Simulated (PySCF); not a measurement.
**Gas-phase XPS of `CO[SiH2-]`, computed**

Compound: CH₅OSi (charge -1).
Geometry (PBE0-D3(BJ)/def2-SVP, Å), atoms numbered from 1 in this order:
```
atom  x, y, z in Å
C1    -0.9620   -0.1436    0.1683
O2    -0.1072   -0.0219   -0.8943
Si3    1.6239    0.2295   -0.6088
H4    -0.7113   -0.9998    0.8397
H5    -2.0101   -0.3008   -0.1778
H6    -0.9719    0.7550    0.8311
H7     1.8069   -0.8746    0.5017
H8     1.4854    1.3452    0.4964
```

Theory: PySCF, delta-SCF UKS SCAN, pcX-2 on the ionised atom, pcseg-1 elsewhere, spin-free X2C. Each binding energy is the total energy of the core-ionised species, with the hole localised on one atom, minus that of the ground state; both are solved self-consistently, so orbital relaxation is included.

Question: Give the core binding energies atom by atom.

Answer: 
```json
{"atom(s)": "Si3", "environment": "silicon bonded to O and 2 H", "level": "Si 1s", "binding energy (eV)": "1839.91", "2p1/2 (eV)": "–", "count": "1"}
{"atom(s)": "O2", "environment": "silyl ether oxygen", "level": "O 1s", "binding energy (eV)": "532.07", "2p1/2 (eV)": "–", "count": "1"}
{"atom(s)": "C1", "environment": "methoxy carbon", "level": "C 1s", "binding energy (eV)": "287.31", "2p1/2 (eV)": "–", "count": "1"}
{"atom(s)": "Si3", "environment": "silicon bonded to O and 2 H", "level": "Si 2p3/2", "binding energy (eV)": "100.00", "2p1/2 (eV)": "100.64", "count": "1"}
```

Question: Express the binding energy of C 1s of C1 in atomic units and per mole.

Answer: 287.31 eV = 10.5584 Eh = 27721 kJ/mol.

The 2p values aren't plain energy differences: one relaxed spin-free 2p hole is combined with a matrix within the shell (ground-state 2p orbital-energy differences and spin–orbit coupling). 2p3/2, the mean of its two sublevels, lies a third of the splitting below the shell's mean and 2p1/2 two thirds above it; the statistical areas are 2:1. 2p1/2 minus 2p3/2 (ligand field included): Si 0.63 eV. The species carries charge -1, so core ionisation leaves a neutral species. The basis sets have no added diffuse functions. Geometry: PBE0-D3(BJ)/def2-SVP, one conformer, isolated ion.
